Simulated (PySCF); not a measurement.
Species: C₅H₈.
Numbering: `[CH3:1][C:2]1=[CH:3][C@@H:4]1[CH3:5]`

Definitions: NICS(0) = −σiso at the ring centroid; NICS(1) = −σiso and NICS(1)zz = −σzz at ±1 Å along the ring normal z. Level: GIAO HF/pcSseg-2 (PySCF, non-relativistic, gas phase) on the PBE0-D3(BJ)/def2-SVP geometry, one conformer.

Ring bond lengths (Å): C2–C3 1.300, C3–C4 1.501, C4–C2 1.502.

Problem. What do the NICS probes read (ppm)?

Solution. 
| ring | type | NICS(0) | NICS(1), two faces | NICS(1)zz, two faces | rms pucker (Å) | centre to ring atoms, mean (Å) |
| --- | --- | --- | --- | --- | --- | --- |
| C2–C3–C4 | 3-membered carbocycle; formal bonds 1 double, 2 single | -30.7 | -7.8 / -8.0 | -15.4 / -17.7 | 0.00 | 0.83 |

Problem. What can be read from them?

Solution. 
- C2–C3–C4: mean NICS(1)zz -16.6 ppm, shielded. C4 has four or more neighbours, so the value isn't read as a sign of a π ring current. NICS(0) lies 23 ppm below the mean NICS(1).

Problem. At the first NICS(1) probe listed for ring C2–C3–C4, 1 Å off the ring, how large is the induced field along the normal in 14.1 T applied along it?

Solution. NICSzz × B0 = -15.4 ppm × 14.1 T = -217 μT, against the applied field.

Problem. List the ring angles.

Solution. 
- C2–C3–C4: C2 64.3°, C3 64.4°, C4 51.3°; sum 180.0° against 180° for a flat convex ring.

Problem. How do the values depend on the level or the medium?

Solution. 
| level | NICS(0), C2–C3–C4 | mean NICS(1)zz, C2–C3–C4 |
| --- | --- | --- |
| HF/pcSseg-2, gas | -30.7 | -16.6 |
| PBE0/pcSseg-1, gas | -29.9 | -15.3 |

The geometry is the same throughout.
